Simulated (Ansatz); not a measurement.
Basis-set extrapolation for `FCC=C=S` (PBE0-D4/def2-TZVP geometry, frozen core, the Gaussian-basis code of Ansatz). Multiplicity 1, RHF reference.

```tsv
	def2-TZVPP	def2-QZVPP
HF	-612.359473	-612.379708
MP2 correlation	-0.891633	-0.960936
CCSD(T) correlation	-0.962868	not run
```

Energies in hartree. Use E(X) = E(∞) + A·exp(−7.88·√X) for Hartree–Fock and E(X) = E(∞) + B·X^(−2.97) for correlation, with X = 3 and 4, and add CCSD(T) minus MP2 of the smaller set to the MP2 limit.

Task: What is the CCSD(T) energy at the basis-set limit?

Result: HF limit: -612.379708 + (-0.020235) × 0.13774 = -612.38250. MP2 limit: -0.960936 + (-0.069303) × 0.74074 = -1.01227. Higher-order term: -0.962868 − (-0.891633) = -0.07123. Total: -613.46600 hartree, 377.2 kJ/mol below CCSD(T)/def2-TZVPP.
